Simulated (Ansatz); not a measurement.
We consider body-centred tetragonal In, described by PBE-D4 (PAW; Ansatz, a first-principles code).

Numerical settings: plane-wave cutoff 520 eV, 24×24×24 k mesh, Fermi–Dirac smearing 0.05 eV, scalar-relativistic PAW data made under PBE.

Shape and atoms are relaxed at each volume.

Pressure at four volumes; x = ln(V/26.073 Å³). One pressure is withheld.

```json
[
 {"V (Å³/atom)": "25.030", "x": "-0.0408", "P (GPa)": "?"},
 {"V (Å³/atom)": "25.552", "x": "-0.0202", "P (GPa)": "0.88"},
 {"V (Å³/atom)": "26.073", "x": "0.0000", "P (GPa)": "-0.01"},
 {"V (Å³/atom)": "27.116", "x": "0.0392", "P (GPa)": "-1.49"}
]
```

Problem. Pass a parabola P(x) through the three rows shown, estimate the bulk modulus and its pressure derivative near zero pressure, and predict the withheld pressure.

Solution. Slopes between the rows: (-0.01 − (0.88))/(0.0000 − (-0.0202)) = -44.06 and (-1.49 − (-0.01))/(0.0392 − (0.0000)) = -37.76 GPa. Their difference over the span 0.0594 is c = 6.30/0.0594 = 106.1 GPa, so P(x) = 0.88 + (-44.06)(x − (-0.0202)) + 106.1 (x − (-0.0202))(x − (0.0000)). At the middle row B = −dP/dx = −[-44.06 + 106.1 × 0.0202] = 41.9 GPa, and B′ = dB/dP = 2c/B = 5.1. At x = -0.0408 the parabola gives 1.88 GPa; the run gives 1.89 GPa. The Birch–Murnaghan fit to the energies at all volumes has B0 = 41.9 GPa and B′ = 5.2.

Measured, for comparison: bulk modulus 44.7 GPa (copied from a table, unchecked, extrapolated to 0 K and zero-point effects removed; as tabulated in Lejaeghere et al. (2013), arXiv:1204.2733). Computed (rounded) less measured: bulk modulus not scored (unchecked).

Note: the bulk modulus comes from volumes at which shape and atoms were relaxed.

Spin–orbit coupling is not included.
